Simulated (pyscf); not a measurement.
7 gas-phase steps of one pattern: four-centre exchange on the singlet surface, B–Cl + H–H or B–F + H–H or Cl–Ga + H–H or Cl–In + H–H broken and B–H + Cl–H or B–H + F–H or Cl–H + Ga–H or Cl–H + H–In formed. Single points on ωB97X-D3(BJ)/def2-SVP structures (PySCF, gas phase). Electronic energies in kcal/mol, from the separated reactants; ΔE‡ at ωB97M-D3(BJ)/def2-TZVP, beside the barrier at PBE/def2-TZVP on the same structures. Rows were drawn at random from the steps of this pattern with a verified saddle, stable references and no exit in the data more than 5 kcal/mol lower.

```csv
row,step,ΔE‡(PBE),ΔE‡
1,Cl–B(Cl)–Cl + H₂ → Cl–BH–Cl + HCl,31.8,37.6
2,HO–B(Cl)–Cl + H₂ → HO–BH–Cl + HCl,36.1,42.8
3,F–BH–Cl + H₂ → H₂B–F + HCl,28.8,35.9
4,HS–GaH–Cl + H₂ → HS–GaH₂ + HCl,27.8,33.5
5,H₂N–InH–Cl + H₂ → H₂N–InH₂ + HCl,27.3,33.1
6,H₃C–GaH–Cl + H₂ → H₃C–GaH₂ + HCl,24.8,30.5
7,F–B(F)–F + H₂ → HF + F–BH–F,42.7,?
```

Problem. Fit ΔE‡ = a + b·ΔE‡(PBE) to the other rows and predict row 7.

Solution. Over the 6 complete rows the means are +29.4 (ΔE‡(PBE)) and 35.6 (ΔE‡); least squares gives b = 1.07 and a = 4.1 kcal/mol, with residuals of 0.5 kcal/mol (root mean square; largest 1.0, row 3). For row 7: 4.1 + 1.07 × (+42.7) = 49.8 kcal/mol, an extrapolation. The computed barrier is 49.3 kcal/mol, 0.5 under the line. The line follows the complete rows closely. Each barrier is that of the saddle found. Elements up to Kr have no core potential and no relativistic terms here. Elements past Kr carry the def2 core potentials, without spin-orbit coupling.
